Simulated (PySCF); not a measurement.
**Telling isomers of C3H3FN2 apart by NMR**

All values are calculated (PySCF 2.14): PBE0-D3(BJ)/def2-SVP structure, J couplings at B3LYP/pcJ-1, NMR shieldings at PBE0/pcSseg-1/GIAO. No solvent model, relativity neglected, averaged over atoms made equivalent by symmetry, fast rotation or ring inversion, single conformer.

Referencing at the same level of theory: $^{1}$H and $^{13}$C against TMS. Multiplet labels drop J under 1 Hz and among equivalent protons, and merge close values. Unscaled 3J(H,H) run several per cent high. One-bond C–F couplings are unscaled and too large by tens of Hz. Shifts are as computed. Against solution values, carbons near 30 ppm lie about +2 ppm off and those near 130 ppm about +5 ppm. Of 1211 compounds with measured shifts, 218 miss one by over three times the rms of a fit or turn the order of signals round; such compounds aren't used in these exercises. OH and NH positions are gas-phase values without hydrogen bonding to other molecules.

(1) Tabulate the signals of `Fc1cn[nH]c1`, `Fc1cc[nH]n1` and their relative energies.

(2) What is the quickest way to tell Fc1cn[nH]c1 from Fc1cc[nH]n1?

Results:

(1) 
```json
{"SMILES": "Fc1cn[nH]c1", "carbon types": "1×C 2×CH", "δC": "158.2, 130.4, 115.9", "δH": "8.70 (br s, 1H), 7.42 (d, 1H), 7.26 (d, 1H)", "E rel. (kcal/mol)": "5.7"}
{"SMILES": "Fc1cc[nH]n1", "carbon types": "1×C 2×CH", "δC": "170.6, 131.2, 94.7", "δH": "8.23 (br s, 1H), 7.21 (dd, 1H), 5.90 (dd, 1H)", "E rel. (kcal/mol)": "0.0"}
```

Energies are electronic energies at PBE0/pcSseg-1 on these geometries, without zero-point or thermal terms, each for the one conformer computed, which needn't be the lowest.

(2) Both give the same number of carbon signals, with the same numbers of each carbon type, so the positions decide. The first has an aromatic CH next to a ring nitrogen at 115.9 ppm, the second an aromatic CH at 94.7 ppm. Their most deshielded carbons lie at 158.2 and 170.6 ppm.
